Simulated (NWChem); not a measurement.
System: HS anion

The following NWChem deck was run.

```
start job
memory heap 200 mb stack 900 mb global 1100 mb
charge -1
geometry units angstroms
  S      0.000000     0.000000    -0.089389
  H      0.000000     0.000000     1.268529
end
basis spherical
  * library def2-svp
end
dft
  xc becke88 lyp
  iterations 150
end
driver
  maxiter 120
end
task dft optimize
task dft freq
```

Output (shortened):

```
             Northwest Computational Chemistry Package (NWChem) 7.3.0
             --------------------------------------------------------

 ORDER OF PRIMARY AXIS IS BEING SET TO 4
 C4V symmetry detected

                             Geometry "geometry" -> ""
                             -------------------------

 Output coordinates in angstroms (scale by  1.889725989 to convert to a.u.)

  No.       Tag          Charge          X              Y              Z
 ---- ---------------- ---------- -------------- -------------- --------------
    1 S                   16.0000     0.00000000     0.00000000    -0.07987753
    2 H                    1.0000     0.00000000     0.00000000     1.27804047

 Effective nuclear repulsion energy (a.u.)       6.2351599905

      Symmetry information
      --------------------

 Group name             C4v
 Group number             18
 Group order               8
 No. of unique centers     2

                                Z-matrix (autoz)
                                --------

 Units are Angstrom for bonds and degrees for angles

      Type          Name      I     J     K     L     M      Value
      ----------- --------  ----- ----- ----- ----- ----- ----------
    1 Stretch                  1     2                       1.35792

                           NWChem Geometry Optimization
                           ----------------------------

 maximum gradient threshold         (gmax) =   0.000450
 rms gradient threshold             (grms) =   0.000300
 maximum cartesian step threshold   (xmax) =   0.001800
 rms cartesian step threshold       (xrms) =   0.001200
 fixed trust radius                (trust) =   0.300000
 source of zmatrix                         =   autoz

          -------------------
          Energy Minimization
          -------------------

 Using diagonal initial Hessian
 Scaling for Hessian diagonals: bonds = 1.00  angles = 0.25  torsions = 0.10

          --------
          Step   0

                                 NWChem DFT Module
                                 -----------------

[...]

      ----------------------
      Optimization converged
      ----------------------

  Step       Energy      Delta E   Gmax     Grms     Xrms     Xmax
  ---- ---------------- -------- -------- -------- -------- --------
@    2    -398.64720518 -1.2D-07  0.00002  0.00002  0.00028  0.00049
                                     ok       ok       ok       ok

                                Z-matrix (autoz)
                                --------

 Units are Angstrom for bonds and degrees for angles

      Type          Name      I     J     K     L     M      Value     Gradient
      ----------- --------  ----- ----- ----- ----- ----- ---------- ----------
    1 Stretch                  1     2                       1.37736   -0.00002

                         Geometry "geometry" -> "geometry"
                         ---------------------------------

 Output coordinates in angstroms (scale by  1.889725989 to convert to a.u.)

  No.       Tag          Charge          X              Y              Z
 ---- ---------------- ---------- -------------- -------------- --------------
    1 S                   16.0000     0.00000000     0.00000000    -0.08959979
    2 H                    1.0000     0.00000000     0.00000000     1.28776273

 Effective nuclear repulsion energy (a.u.)       6.1471369404

      Symmetry information
      --------------------

 Group name             C4v
 Group number             18
 Group order               8
 No. of unique centers     2

                Final and change from initial internal coordinates
                --------------------------------------------------

                                Z-matrix (autoz)
                                --------

 Units are Angstrom for bonds and degrees for angles

[...]

 Rotational Constants
 --------------------
 A=   0.000000 cm-1  (  0.000000 K)
 B=   9.094880 cm-1  ( 13.085211 K)
 C=   9.094880 cm-1  ( 13.085211 K)

 Temperature                      =   298.15K
 frequency scaling parameter      =   1.0000

 Linear Molecule

 Zero-Point correction to Energy  =    3.491 kcal/mol  (  0.005563 au)
 Thermal correction to Energy     =    4.971 kcal/mol  (  0.007922 au)
 Thermal correction to Enthalpy   =    5.563 kcal/mol  (  0.008866 au)

 Total Entropy                    =   44.591 cal/mol-K
   - Translational                =   36.395 cal/mol-K (mol. weight =  32.9799)
   - Rotational                   =    8.196 cal/mol-K (symmetry #  =        1)
   - Vibrational                  =    0.000 cal/mol-K

 Cv (constant volume heat capacity) =    4.968 cal/mol-K
   - Translational                  =    2.979 cal/mol-K
   - Rotational                     =    1.986 cal/mol-K
   - Vibrational                    =    0.002 cal/mol-K

[normal modes left out]

 ----------------------------------------------------------------------------
 Normal Eigenvalue ||           Projected Infra Red Intensities
  Mode   [cm**-1]  || [atomic units] [(debye/angs)**2] [(KM/mol)] [arbitrary]
 ------ ---------- || -------------- ----------------- ---------- -----------
    1       -0.000 ||    0.030321           0.700        29.559       5.207
    2        0.000 ||    0.031202           0.720        30.417       5.358
    3        0.000 ||    0.031202           0.720        30.417       5.358
    4        0.000 ||    0.000001           0.000         0.001       0.000
    5        0.000 ||    0.000001           0.000         0.001       0.000
    6     2442.832 ||    0.256689           5.922       250.233      44.077
 ----------------------------------------------------------------------------
```

Level: BLYP/def2-SVP. Sets without diffuse functions describe the anion's extra electron poorly. The highest occupied level is positive, so the extra electron may be held by the finite basis.
